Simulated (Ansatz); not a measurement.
How the smallest direct gap on the k points sampled of rock-salt LiBr moves with the method

No measured value is used here.

| level (code) | value (eV) |
|---|---|
| LDA+SOC (Ansatz) | 4.46 |
| BLYP (Ansatz) | ? |
| PBE+SOC (Ansatz) | 4.76 |
| PBEsol+SOC (Ansatz) | 4.59 |
| RPBE (Ansatz) | ? |
| B3LYP (VWN-RPA form) (Ansatz) | 6.60 |
| HSE06+SOC (Ansatz) | 5.97 |
| PBE0 (Ansatz) | 6.85 |
| Hartree–Fock (Ansatz) | ? |
| G0W0@HSE06 (Ansatz) | 7.81 |
| G0W0@LDA (Ansatz) | ? |
| G0W0@PBE (Ansatz) | 7.25 |

Task: Some entries are withheld; supply them.

Result: 
- BLYP (Ansatz, a first-principles code), value (eV): 5.09
- RPBE (Ansatz), value (eV): 5.16
- Hartree–Fock (Ansatz), value (eV): 13.12
- G0W0@LDA (Ansatz), value (eV): 7.09

Computed values are for a static lattice. Spin–orbit coupling is included only where a level's name says +SOC; with heavier elements it mostly lowers gaps and can invert bands.  G0W0@HSE06: GW on a hybrid start was not checked against another program. Values are at the measured cell. Cutoffs and k meshes differ between the levels. Ansatz's density-functional and Hartree–Fock values are scalar-relativistic unless marked +SOC, with PAW data made under PBE.
